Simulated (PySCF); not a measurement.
## input.py for NaO⁺

File input.py (PySCF 2.14):

```python
from pyscf import gto, scf

mol = gto.M(
    atom='Na 0 0 0; O 0 0 2.116',
    basis='aug-cc-pvdz',
    charge=1,
    spin=2,
    verbose=4,
)
mf = scf.UHF(mol)
mf.kernel()
mf.nuc_grad_method().kernel()
mf.dip_moment()
print('orbital energies (hartree):', [e[max(0, n-3):n+3].round(4) for e, n in zip(mf.mo_energy, mol.nelec)])
```

```bash
$ OMP_NUM_THREADS=1 python input.py
```

The log (some set-up lines and the per-cycle HOMO/LUMO lines with their warnings removed):

```
PySCF version 2.14.0

[INPUT] verbose = 4
[INPUT] num. atoms = 2
[INPUT] num. electrons = 18
[INPUT] charge = 1
[INPUT] spin (= nelec alpha-beta = 2S) = 2
[INPUT] symmetry False subgroup None
[INPUT] Mole.unit = angstrom
[INPUT] Symbol           X                Y                Z      unit          X                Y                Z       unit  Magmom
[INPUT]  1 Na     0.000000000000   0.000000000000   0.000000000000 AA    0.000000000000   0.000000000000   0.000000000000 Bohr   0.0
[INPUT]  2 O      0.000000000000   0.000000000000   2.116000000000 AA    0.000000000000   0.000000000000   3.998660479580 Bohr   0.0

nuclear repulsion = 22.0073698303214
number of shells = 16
number of NR pGTOs = 85
number of NR cGTOs = 50
basis = aug-cc-pvdz
ecp = {}

******** <class 'pyscf.scf.uhf.UHF'> ********
method = UHF
initial guess = minao
damping factor = 0
level_shift factor = 0
DIIS = <class 'pyscf.scf.diis.CDIIS'>
diis_start_cycle = 1
diis_space = 8
diis_damp = 0
SCF conv_tol = 1e-09
SCF conv_tol_grad = None
SCF max_cycles = 50
direct_scf = True
direct_scf_tol = 1e-13
number electrons alpha = 10  beta = 8
Set gradient conv threshold to 3.16228e-05
init E= -236.159324257938

cycle= 1 E= -236.428344774727  delta_E= -0.269  |g|= 0.264  |ddm|= 0.88
cycle= 2 E= -236.466773733794  delta_E= -0.0384  |g|= 0.0928  |ddm|= 0.237
cycle= 3 E= -236.470245125118  delta_E= -0.00347  |g|= 0.0244  |ddm|= 0.0705
cycle= 4 E= -236.470816861594  delta_E= -0.000572  |g|= 0.0071  |ddm|= 0.0323
cycle= 5 E= -236.470877157467  delta_E= -6.03e-05  |g|= 0.00156  |ddm|= 0.0126
cycle= 6 E= -236.470880484842  delta_E= -3.33e-06  |g|= 0.000328  |ddm|= 0.00337
cycle= 7 E= -236.470880640114  delta_E= -1.55e-07  |g|= 5.72e-05  |ddm|= 0.000735
cycle= 8 E= -236.470880644151  delta_E= -4.04e-09  |g|= 1.12e-05  |ddm|= 0.000107
cycle= 9 E= -236.470880644295  delta_E= -1.43e-10  |g|= 2.51e-06  |ddm|= 2.44e-05
Extra cycle  E= -236.4708806443  delta_E= -5.46e-12  |g|= 1.2e-06  |ddm|= 3.22e-06
converged SCF energy = -236.4708806443  <S^2> = 2.007852  2S+1 = 3.0052301

******** <class 'pyscf.grad.uhf.Gradients'> for <class 'pyscf.scf.uhf.UHF'> ********
unit = Eh/Bohr
--------------- UHF gradients ---------------
         x                y                z
0 Na     0.0000000000     0.0000000000     0.0267448970
1 O    -0.0000000000    -0.0000000000    -0.0267448970
----------------------------------------------

WARN: System has nonzero charge 1; the dipole moment is origin-dependent.
Location of origin: [0. 0. 0.]

Dipole moment(X, Y, Z, Debye): -0.00000, -0.00000,  0.49513
orbital energies (hartree): [array([-0.9507, -0.9507, -0.8627, -0.1629, -0.1035, -0.1035]), array([-1.7712, -1.3268, -0.7718, -0.1611, -0.1611, -0.1611])]
```

In short: E(SCF) = -236.470881 Eh, 9 cycles, ⟨S²⟩ = 2.008, gradient on the second atom -0.0267 Eh/bohr.

Run time: 1.7 s on 1 thread of Intel Xeon Platinum 8488C (shared host), peak memory 0.12 GiB.

The bond length is a typed value, not an optimised one. The dipole of an ion depends on the origin. No search for the lowest solution was made.
